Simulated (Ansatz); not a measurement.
Other spins and charges of Al2, singlet at one geometry

Geometry (PBE0/def2-TZVP stationary point for this spin):

```xyz
2

Al    0.0000    0.0000    0.0000
Al    0.0000    0.0000    3.0310
```

Basis cc-pVTZ; Ansatz 0.2.0. Correlated methods freeze the noble-gas cores. Prefix R: restricted or restricted open-shell reference.

Gaps are energies of the second state less the first, at fixed atoms, for a selection of the levels run; each method lands on the state that its own search finds for that charge and spin.

Triplet less singlet: -0.178 eV at full CI (singlet Ag, triplet B3u, in D2h).

| level | gap (eV) | error (meV) |
| --- | --- | --- |
| RHF | -0.400 | -222 |
| RMP2 | -0.310 | -132 |
| CISD | -0.266 | -88 |
| RCCSD | -0.136 | 42 |
| RCCSD(T) | -0.174 | 4 |
| BCCD(T) | -0.174 | 4 |
| RCCSDT | -0.187 | -9 |
| RCCSDT(Q) | -0.182 | -4 |

Removing an electron, to the doublet: 5.671 eV at full CI (singlet Ag, doublet ion Ag, in D2h).

| level | gap (eV) | error (meV) |
| --- | --- | --- |
| RHF | 4.815 | -856 |
| RMP2 | 5.381 | -290 |
| CISD | 5.426 | -245 |
| RCCSD | 5.580 | -91 |
| RCCSD(T) | 5.637 | -34 |
| BCCD(T) | 5.638 | -33 |
| RCCSDT | 5.652 | -19 |
| RCCSDT(Q) | 5.665 | -6 |

Full CI is exact within this basis and frozen core; it isn't the basis-set limit.
